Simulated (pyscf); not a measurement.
## Concerted two-bond exchange: H₃Si–O–AsH₂ (SMILES [SiH3]O[AsH2]) → H₃AsOSi (SMILES O1[SiH2][AsH]1) + H₂ (SMILES [H][H])

Gas phase, singlet surface, charge 0. Bonds broken: As1–H4, Si3–H6. Bonds formed: As1–Si3, H4–H6. Structures and frequencies: ωB97X-D3(BJ)/def2-SVP in PySCF.

Transition state (Å):

```xyz
8

As    -0.1018    -0.0120    -1.1310
O      0.0153     0.8899     0.5877
Si    -0.3865    -0.4792     1.3537
H      0.1563    -1.7324     0.2405
H      1.4068    -0.2552    -1.1940
H      0.2608    -2.1391     1.0471
H      0.3043    -0.5419     2.6709
H     -1.7785    -0.9761     1.4019
```

One imaginary mode, 1034i cm⁻¹; descent along it reached the two sides named.

| bond | change | reactant side (Å) | saddle | product side |
|---|---|---|---|---|
| As1–H4 | breaks | 1.552 | 2.215 | 3.9 |
| Si3–H6 | breaks | 1.495 | 1.808 | 3.2 |
| As1–Si3 | forms | 3.1 | 2.544 | 2.269 |
| H4–H6 | forms | 3.2 | 0.909 | 0.761 |

Electronic energies relative to the reactant's lowest minimum found (kcal/mol):

| level | barrier | reaction energy | reverse barrier |
|---|---|---|---|
| ωB97X-D3(BJ)/def2-TZVP | 68.4 | +33.3 | 35.1 |
| PBE/def2-TZVP | 56.2 | +26.1 | 30.1 |
| r²SCAN/def2-TZVP | 61.2 | +29.7 | 31.5 |
| B3LYP-D3(BJ)/def2-TZVP | 65.8 | +32.9 | 32.9 |
| PBE0-D3(BJ)/def2-TZVP | 62.6 | +31.9 | 30.7 |
| M06-2X/def2-TZVP | 67.5 | +33.0 | 34.5 |
| ωB97M-D3(BJ)/def2-TZVP | 67.7 | +34.2 | 33.5 |
| HF/def2-TZVP | 87.8 | +44.2 | 43.6 |

With ωB97M-D3(BJ)/def2-TZVP energies and thermal terms (ideal gas, 1 atm, RRHO with modes under 100 cm⁻¹ raised to 100, one conformer, R ln 2 for chiral ones without a mode under 150 cm⁻¹), in kcal/mol:

| T (K) | ΔH‡ | ΔG‡ | ΔH | ΔG |
|---|---|---|---|---|
| 298 | 65.4 | 66.2 | +31.2 | +23.7 |
| 600 | 65.2 | 67.0 | +31.9 | +15.8 |
| 900 | 64.9 | 67.9 | +31.8 | +7.7 |
| 1200 | 64.5 | 69.0 | +31.2 | -0.2 |

At the saddle there is also a short H–Si contact that neither side keeps. H₃Si–O–AsH₂ lies 10.7 kcal/mol over its isomer HO–SiH₂–AsH₂ (electronic energy, ωB97M-D3(BJ)/def2-TZVP). cyclic H₃AsOSi (SMILES O1[SiH2][AsH]1) lies 11.7 kcal/mol over its isomer HO–SiH=AsH (electronic energy, ωB97M-D3(BJ)/def2-TZVP). One saddle was located; it need not be the lowest between these sides. Elements up to Kr have no core potential and no relativistic terms here.
